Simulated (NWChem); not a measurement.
Species: NO cation

```xyz
2

N      0.0000     0.0000    -0.5733
O      0.0000     0.0000     0.5031
```
Atoms are numbered in this order, from 1.

Results from NWChem. Pople sets run with spherical d functions. The geometry was optimised at PBE-D3(BJ)/def2-SVP. B3LYP is NWChem's, with the RPA form of VWN correlation. Vzz is the largest principal value of the second derivative of the potential at the nucleus (NWChem prints the opposite sign); η is the asymmetry. Non-relativistic.

| level | Vzz N1 (a.u.) | η N1 | Vzz O2 (a.u.) | η O2 |
|---|---|---|---|---|
| B3LYP/def2-TZVP | -1.522 | 0.00 | -0.963 | 0.00 |
| B3LYP/6-31G* | -1.210 | 0.00 | -0.615 | 0.00 |
| CAM-B3LYP/def2-TZVP | ___ | 0.00 | -0.968 | 0.00 |
| CAM-B3LYP/cc-pVTZ | -1.522 | 0.00 | -0.965 | 0.00 |

Task: What belongs in the gaps?

Result: 
- CAM-B3LYP/def2-TZVP, Vzz N1 (a.u.): -1.539
